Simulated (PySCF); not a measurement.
# SVWN5/cc-pVTZ run of ClF (chlorine monofluoride)

Aim: the energy change on altering one bond length of ClF (chlorine monofluoride) at SVWN5/cc-pVTZ, from 2 runs. Input form: a Python script.

Program for the calculation: PySCF 2.14.0.

2 further runs of the same task are left out: 2 set aside as unsound or not needed.

## 1. Starting point

ClF: 2 atoms, total charge 0, spin state singlet. SMILES: `FCl`. Geometry: relaxed at GFN2-xTB.

Bond lengths: F1–Cl2 1.682 Å.

## 2. A single-point energy at SVWN5/cc-pVTZ

File job.py:

```python
from pyscf import gto, dft

mol = gto.M(
    atom='''
F      0.000000     0.000000     0.000000
Cl     0.000000     0.000000     3.178992
''',
    max_memory=1860,
    basis='cc-pvtz',
    verbose=3,
    unit='bohr',
    charge=0,
)

calc0 = dft.RKS(mol, xc='svwn')
calc0.conv_tol = 1e-10
calc0.grids.level = 5
calc0.kernel()
if not calc0.converged:
    calc0 = calc0.newton().run(calc0.mo_coeff, calc0.mo_occ)

e_tot = calc0.e_tot
print(f'total energy: {e_tot:.8f} hartree')
```

The run is started by

```
$ OMP_NUM_THREADS=1 python job.py
```

Output:

```text
converged SCF energy = -557.905670400602
total energy: -557.90567040 hartree
```

Wall time 2.2 s (1 thread of Arm Neoverse V2, shared host); peak memory 0.2 GiB.

## 3. The distorted shape at the same level

File run.py:

```python
from pyscf import gto, dft

mol = gto.Mole()
mol.atom = '''
F      0.000000     0.000000    -0.953650
Cl     0.000000     0.000000     3.178992
'''
mol.max_memory = 1860
mol.basis = 'cc-pvtz'
mol.verbose = 3
mol.unit = 'bohr'
mol.charge = 0
mol.build()

calc0 = dft.RKS(mol, xc='svwn')
calc0.conv_tol = 1e-10
calc0.grids.level = 5
calc0.kernel()
if not calc0.converged:
    calc0 = calc0.newton().run(calc0.mo_coeff, calc0.mo_occ)

e_tot = calc0.e_tot
print('E(%s) = %.9f' % ('SVWN5', e_tot))
```

The run is started by

```
$ OMP_NUM_THREADS=1 python run.py
```

Output:

```text
converged SCF energy = -557.837705985106
E(SVWN5) = -557.837705985
```

Run time: 2.7 s. Hardware: 1 thread of Arm Neoverse V2, shared host; peak memory 0.2 GiB.

## 4. Outcome

Level: SVWN5/cc-pVTZ.

```
                                                          quantity          value
                                         first shape: total energy  -557.90567 Eh
                                        first shape: dipole moment         0.99 D
                                          first shape: HOMO energy       -8.01 eV
                                          first shape: LUMO energy       -5.05 eV
                                        first shape: HOMO–LUMO gap        2.96 eV
                                     distorted shape: total energy  -557.83771 Eh
                                    distorted shape: dipole moment         1.76 D
                                      distorted shape: HOMO energy       -8.92 eV
                                      distorted shape: LUMO energy       -8.39 eV
                                    distorted shape: HOMO–LUMO gap        0.54 eV
energy change with the F1–Cl2 bond stretched from 1.682 to 2.187 Å       1.849 eV
```

What this shows: With the F1–Cl2 bond stretched from 1.682 to 2.187 Å the energy rises by 1.85 eV (43 kcal/mol). The first shape isn't relaxed at this level, so the change isn't measured from a minimum.
